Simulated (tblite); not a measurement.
Compound: C4H5O2 (doublet state).
SMILES with atom numbers: `[CH2:1]/[CH:2]=[CH:3]\[O:4][CH:5]=[O:6]` (hydrogens: H7, H8 on C1; H9 on C2; H10 on C3; H11 on C5)

The geometry is computed with GFN2-xTB (gas phase). This method treats the open shell by occupation alone, without spin polarisation.

Task: List the bond lengths, angles and torsions at this level.

Result: 
| bond | length (pm) |
| --- | --- |
| C1–C2 | 136.3 |
| C2=C3 | 138.6 |
| C3–O4 | 136.0 |
| O4–C5 | 133.4 |
| C5=O6 | 119.8 |
| C1–H7 | 107.4 |
| C1–H8 | 107.5 |
| C2–H9 | 108.1 |
| C3–H10 | 108.1 |
| C5–H11 | 110.0 |

A selection of angles:
| angle | degrees |
| --- | --- |
| C2–C1–H7 | 121.3 |
| C2–C1–H8 | 120.9 |
| H7–C1–H8 | 117.8 |
| C1–C2–C3 | 125.1 |
| C1–C2–H9 | 119.5 |
| C3–C2–H9 | 115.4 |
| C2–C3–O4 | 120.9 |
| C2–C3–H10 | 123.0 |
| O4–C3–H10 | 116.2 |
| C3–O4–C5 | 119.3 |
| O4–C5–O6 | 126.5 |
| O4–C5–H11 | 108.4 |
| O6–C5–H11 | 125.1 |

Dihedral angles: C1–C2–C3–O4 0° (synperiplanar); C2–C3–O4–C5 180° (antiperiplanar); C3–O4–C5–O6 0° (synperiplanar).

The C–O distances run from 1.198 Å (C5=O6, drawn double in a drawing that doesn't fit all lengths) to 1.360 Å (C3–O4, drawn single in a drawing that doesn't fit all lengths), a spread of 0.162 Å. The 6 heavy atoms lie in one plane (0.000 Å rms). The C–C distances run from 1.363 Å (C1–C2, drawn single in a drawing that doesn't fit all lengths) to 1.386 Å (C2=C3, drawn double in a drawing that doesn't fit all lengths), a spread of 0.023 Å. C3 (carbon bonded to C, O and H) is planar (angles 123.0°, 120.9° and 116.2°, sum 360.0°, 0.00 Å off the plane of its three neighbours). Of the pairs four or more bonds apart, O6···H10 is among the closest relative to their van der Waals radii: 2.38 Å, 87 % of the sum of Bondi's values. C2 (carbon bonded to 2 C and H) is planar (angles 125.1°, 119.5° and 115.4°, sum 360.0°, 0.00 Å off the plane of its three neighbours). C1 (carbon bonded to C and 2 H) is planar (angles 121.3°, 120.9° and 117.8°, sum 360.0°, 0.00 Å off the plane of its three neighbours).

Point group: Cs (tolerance 0.08 Å). Its GFN2-xTB frequencies are all real (lowest 69 cm⁻¹). Torsions: H–C1–C2–C3 180° and 0°, C2–C3–O4–C5 180°, C3–O4–C5–O6 0°.

One conformer stands for the species.
